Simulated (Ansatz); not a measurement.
This geometry of AlH3O + H2 (7 atoms, charge 0, multiplicity 1) is a first-order saddle point.

Computed with RKS r2SCAN-D4/def2-SVP (Ansatz).

```xyz
7
Properties=species:S:1:pos:R:3
Al 0.016 0.240 0.008
O 0.007 -0.030 1.872
H -0.817 -0.275 2.317
H 1.406 -0.096 -0.664
H -1.406 -0.021 -0.648
H 0.044 1.858 0.729
H -0.011 1.172 1.542
```

**Question.** Which two structures does it join? (They come from a converged band through this point; their orientation in space is the band's.)

**Answer.** Bonds broken: H6–H7. Bonds formed: Al1–H6, O2–H7. AlH3O + H2 becomes AlH5O.

First end point:

```xyz
7
Properties=species:S:1:pos:R:3
Al -0.049 -0.120 0.220
O -0.068 -0.594 1.865
H -0.854 -0.736 2.399
H 1.377 -0.098 -0.462
H -1.408 0.110 -0.569
H 0.108 2.282 0.497
H 0.132 2.004 1.205
```

Last end point:

```xyz
7
Properties=species:S:1:pos:R:3
Al 0.029 0.478 -0.144
O -0.031 0.143 1.859
H -0.831 -0.319 2.153
H 1.363 -0.267 -0.602
H -1.381 -0.222 -0.462
H 0.056 2.081 -0.036
H 0.032 0.953 2.388
```

**Question.** How far does it lie above each of them?

**Answer.** 77.8 kJ/mol above the first and 53.4 kJ/mol above the second. This is the barrier of this one path; another mechanism may lie lower. The orbitals stay closed-shell, which can raise the energy where a bond breaks towards radicals; this wasn't checked here.

Time of the run: 100 s on 1 thread of Arm Neoverse V1 (shared host), peak memory 0.11 GiB.
